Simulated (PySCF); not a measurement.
PBE against other levels and measurement: rock-salt NaCl

Programs: PySCF.

Question: For which of these properties of rock-salt NaCl does PBE miss the measurement, in which direction and by how much: lattice constant a, bulk modulus, cohesive energy, band gap?

Answer: PBE is well off the measurement for the lattice constant a (+2.32 %, at least halved by CCSD(T)); bulk modulus (-14.1 %, at least halved by CCSD(T)); band gap (-3.85 eV, at least halved by PBE0, G0W0@PBE).  In between: cohesive energy (-0.23 eV/atom).

```csv
property,PBE,PBE0,G0W0@PBE,CCSD(T),reference,PBE less reference
lattice parameter a (Å),5.698,5.659,–,5.608,5.569,+2.32 %
bulk modulus (GPa),23.7,25.2,–,26.6,27.6,-14.1 %
cohesive energy (eV/atom),3.11,3.12,–,3.35,3.34,-0.23 eV/atom
"band gap (eV), at the measured cell",5.12,7.27,8.05,–,8.97,-3.85 eV
```

Low-temperature values still hold zero-point motion unless their source removed it.

Called good within 0.30 % for the lattice constant a, 5.0 % for the bulk modulus, 0.10 eV/atom for the cohesive energy (and 5 % of it), 0.10 eV for the band gap (and a fifth of it).

Called well off beyond 0.62 % for the lattice constant a, 12.5 % for the bulk modulus, 0.25 eV/atom for the cohesive energy, 1.57 eV for the band gap (bounds picked here from the quality of each reference).

Differences are worked out from the printed values.

The references are measured values: lattice constant a corrected to a static lattice, bulk modulus corrected to a static lattice, cohesive energy corrected to a static lattice, band gap low temperature.

Unless a row names a cell, each level is at its own relaxed cell.

Density-functional gaps are differences of (generalised) Kohn–Sham levels.

References as tabulated in Mejia-Rodriguez and Trickey (2018), arXiv:1807.09216; Chen et al. (2018), doi:10.1103/physrevmaterials.2.073803.
